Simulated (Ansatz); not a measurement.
```yaml
crystal:
  periodic: [false, false, false]
  atoms:
    - {symbol: C, position_ang: [0.235966, -0.225935, -1.624608]}
    - {symbol: C, position_ang: [0.190375, -1.300488, -0.768122]}
    - {symbol: C, position_ang: [-0.017917, -0.855850, 0.546963]}
    - {symbol: C, position_ang: [-0.151622, 0.496574, 0.873147]}
    - {symbol: C, position_ang: [-0.088098, 1.517206, -0.088522]}
    - {symbol: C, position_ang: [0.117317, 0.974705, -1.335049]}
    - {symbol: H, position_ang: [0.293811, -2.347744, -1.020344]}
    - {symbol: H, position_ang: [-0.077172, -1.593410, 1.340984]}
    - {symbol: H, position_ang: [-0.311079, 0.770654, 1.911139]}
    - {symbol: H, position_ang: [-0.191591, 2.564287, 0.164402]}
basis:
  gaussian: {orbitals: def2-TZVPD}
hamiltonian: {xc: {name: HF}}
correlation: {method: mp2, frozen_orbitals: {C: 0}}
scf: {lower_state_search: off}
output: {forces: true}
```

```sh
$ ansatz run in.yaml --threads 4 --pin off --events-out ev --progress --plain --max-ram 10444MiB
```

(1) How does Ansatz answer? (An estimate is asked.)

Answers

(1) Computed: The program refused the input.
```
Functional definition: HF
Error: "frozen_orbitals" has no count for H
```
